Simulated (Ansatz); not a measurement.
## Structure relaxation of Ni2O

Level of theory: Ansatz, DFT PBE, scalar-relativistic, plane waves, PAW.

The start puts Ni2O on the anti-CaCl2 structure type (Pnnm, No. 58), with O in place of Ca, Ni in place of Cl, at a guessed volume.

Input of the last, converged step (default PAW datasets):

```yaml
crystal:
  lattice:
    - [4.3835654564, 0.0, 0.0]
    - [0.0, 5.2351656542, 0.0]
    - [0.0, 0.0, 2.7067353707]
  atoms:
    - { symbol: Ni, position: [0.280868527, 0.8167902911, 0.5], spin: 0.96 }
    - { symbol: Ni, position: [0.780868527, 0.6832097089, 0.0], spin: 0.96 }
    - { symbol: Ni, position: [0.719131473, 0.1832097089, 0.5], spin: 0.96 }
    - { symbol: Ni, position: [0.219131473, 0.3167902911, 0.0], spin: 0.96 }
    - { symbol: O, position: [0.5, 0.5, 0.5], spin: 0.25 }
    - { symbol: O, position: [0.0, 0.0, 0.0], spin: 0.25 }
basis:
  ecutwfc: 420
kpoints:
  mp_grid: { grid: [8, 8, 14] }
hamiltonian:
  xc: pbe
scf:
  occupations: { method: gaussian, width: 0.1 }
output:
  forces: true
  stress: true
  eigenvalues: true
  populations: true
magnetization:
  spin_polarized: true
relax:
  adjacent_minimum: "off"
  f_tol: 0.01
  max_steps: 80
  cell: { stress_tol: 0.05 }
```

Launched as:

```bash
ansatz run input.yaml --threads 1 --pin off --max-ram 2560MiB --backend cpu --events-out ev --progress --plain --runs-dir out
```

It took 7 min on 1 thread of Arm Neoverse V2, on a shared host, peak memory 1.1 GiB.

End of the output:

```
SCF converged after 7 iterations
Magnetization: 3.9465 μB (43.9733 up, 40.0267 down)
Absolute magnetization: 4.2974 μB (∫|ρ↑−ρ↓|, with the PAW one-centre terms)
Spin contamination: 0.0367 ħ² per cell (⟨S²⟩ above its minimum at these occupations)
Per-site moments (μB) at R_I (Å): [(0.877773, 0.790274), (0.877773, 0.790274), (0.877773, 0.790274), (0.877773, 0.790274), (0.227689, 0.790274), (0.227689, 0.790274)]
Free energy (F): -24489.440180 eV
Harris-Foulkes:  -24489.440180 eV  (|F-HF|=3.64e-12)
Internal energy: -24489.414866 eV  (E = F + TS)
E sigma→0 (E₀):  -24489.427523 eV
Entropy (-TS):   -0.025314 eV (-4.219 meV/atom)
Fermi energy:    14.881070 eV
--- Per-component energies (eV) ---
  E_band       = -1318.945552
  E_kinetic    = 1472.584710
  E_local      = -15652.892394  (includes V_loc(G=0)·N_el)
  E_nonlocal   = 2673.049273
  E_hartree    = 6508.116632
  E_xc         = -478.797383
  E_vxc        = -615.247619  (∫ρ·V_xc dr)
  E_paw        = -6857.804995  (= ΣΔE_a)
  E_vpaw       = -2212.679724  (= ΣTr[D̂ρ^β])
  E_aug_tail   = 0.006859  (compensation charges beyond the density's cutoff)
  E_ewald      = -12153.677567
  E_smearing   = -0.025314  (= −TS)
  E_closure    =  0.000000  (closes the sum)
  Σ components = -24489.440180   (vs F -24489.440180, Δ=0.00e0)
--- Forces (eV/Å), atoms counted from 1 ---
  atom   1  Ni     0.00080939    -0.00154757     0.00000000
  atom   2  Ni     0.00080939     0.00154757     0.00000000
  atom   3  Ni    -0.00080939     0.00154757     0.00000000
  atom   4  Ni    -0.00080939    -0.00154757     0.00000000
  atom   5  O      0.00000000     0.00000000     0.00000000
  atom   6  O      0.00000000     0.00000000     0.00000000
  max |Σ_I F_I| component: 1.73e-18 eV/Å
--- Stress (GPa, compression-positive) ---
        0.003888       0.000000       0.000000
        0.000000      -0.024832       0.000000
        0.000000       0.000000       0.007182
  P = ⅓ Tr σ = -0.0046 GPa (-0.046 kbar)
  k-point 0 ↑: bands = ["-88.7853", "-88.7817", "-88.7750", "-88.7750", "-49.5457", "-49.5276", "-49.5081", "-49.4946", "-49.0816", "-49.0749", "-49.0589", "-49.0564", "-48.9869", "-48.9539", "-48.9389", "-48.9292", "-6.0879", "-5.5499", "6.5155", "7.0345", "8.0105", "8.6125", "9.1965", "9.6578", "10.5155", "11.3567", "11.9203", "12.2783", "12.4397", "12.6748", "12.6768", "12.8236", "12.8470", "12.8690", "12.9276", "13.2331", "13.4297", "13.5404", "13.6963", "13.8280", "13.9937", "14.0120", "14.3867", "14.4062", "14.8420", "15.0398", "20.1502", "22.5215", "22.6110", "23.1672", "23.6578", "26.3550", "26.6014", "29.2011"]
  k-point 1 ↑: bands = ["-88.7850", "-88.7815", "-88.7749", "-88.7749", "-49.5448", "-49.5271", "-49.5081", "-49.4951", "-49.0835", "-49.0769", "-49.0613", "-49.0589", "-48.9861", "-48.9535", "-48.9393", "-48.9294", "-6.0524", "-5.5279", "6.5738", "7.0859", "8.0116", "8.6112", "8.9550", "9.8445", "10.2277", "11.5151", "11.8376", "12.3017", "12.5332", "12.5660", "12.7140", "12.7446", "12.7665", "12.9102", "13.1813", "13.1925", "13.2613", "13.5750", "13.6929", "13.7605", "13.8433", "14.3550", "14.4094", "14.4927", "14.8377", "15.0880", "20.1745", "22.5247", "22.7799", "23.2905", "23.6535", "26.3449", "26.7415", "28.7781"]
  k-point 2 ↑: bands = ["-88.7842", "-88.7807", "-88.7748", "-88.7747", "-49.5423", "-49.5257", "-49.5081", "-49.4963", "-49.0888", "-49.0824", "-49.0680", "-49.0661", "-48.9838", "-48.9522", "-48.9405", "-48.9299", "-5.9503", "-5.4658", "6.7391", "7.2328", "8.0130", "8.4964", "8.6056", "9.6143", "10.1695", "11.6966", "11.7837", "12.3539", "12.3565", "12.6929", "12.7004", "12.7424", "12.7490", "12.9243", "13.0291", "13.3442", "13.4056", "13.4728", "13.6719", "13.6920", "13.9379", "14.2474", "14.4199", "14.8209", "15.1822", "15.2335", "20.2454", "22.5317", "23.0679", "23.6087", "23.7503", "26.2783", "26.9650", "27.1232"]
  k-point 199 ↓: bands = ["-87.6616", "-87.6616", "-87.6601", "-87.6601", "-48.2591", "-48.2591", "-48.2508", "-48.2508", "-48.0784", "-48.0784", "-48.0525", "-48.0525", "-48.0019", "-48.0019", "-48.0008", "-48.0008", "-4.7659", "-4.7659", "7.3181", "7.3181", "8.1335", "8.1335", "8.5630", "8.5630", "12.2039", "12.2039", "12.6350", "12.6350", "13.3297", "13.3297", "13.6173", "13.6173", "14.1399", "14.1399", "14.5249", "14.5249", "14.5393", "14.5393", "14.7712", "14.7712", "15.2686", "15.2686", "15.5763", "15.5763", "18.4883", "18.4883", "20.5766", "20.5766", "20.6491", "20.6491", "23.6471", "23.6471", "29.0060", "29.0060"]
--- Relaxed structure (3 steps of the walk, 3 accepted, 1 SCFs on fresh bases) ---
  F+E_penalty+E_count = -24489.44018026 eV   max|allowed force component| = 1.548e-3 eV/Å   (the final SCF, on the basis selected at the relaxed cell)
  cell:  # Å, volume = 62.1467 Å³
    - [4.382347, 0.000000, 0.000000]
    - [0.000000, 5.231052, 0.000000]
    - [0.000000, 0.000000, 2.710957]
  atoms:
    - { symbol: Ni, position: [0.280542, 0.816748, 0.500000] }
    - { symbol: Ni, position: [0.780542, 0.683252, 0.000000] }
    - { symbol: Ni, position: [0.719458, 0.183252, 0.500000] }
    - { symbol: Ni, position: [0.219458, 0.316748, 0.000000] }
    - { symbol: O, position: [0.5, 0.500000, 0.500000] }
    - { symbol: O, position: [0.000000, 0.000000, 0.000000] }
--- Löwdin populations: 6 sites ---
  site symbol q [e]    m [muB]
     0     Ni     17.4000     0.8565
     1     Ni     17.4000     0.8565
     2     Ni     17.4000     0.8565
     3     Ni     17.4000     0.8565
     4      O      6.8386     0.3106
     5      O      6.8386     0.3106
  spilling = 0.008602 (of n_electrons = 84.000000)
```

Total energies depend on the potentials used, so only differences within one code and one set of settings carry meaning.

The result has space group Pnnm (No. 58). Around Ni lie 1 O at 1.92 Å and 2 O at 2.07 Å; O is coordinated by 2 Ni at 1.92 Å and 4 Ni at 2.07 Å.

Against the elements it lies at -0.10 eV/atom. Formation energies are uncorrected and refer to the elements' standard structures at the same level (O₂ as a molecule).

The k mesh leaves about 4 meV/atom of noise in metals.

Symmetry constrained the relaxation, so the result can be a saddle point.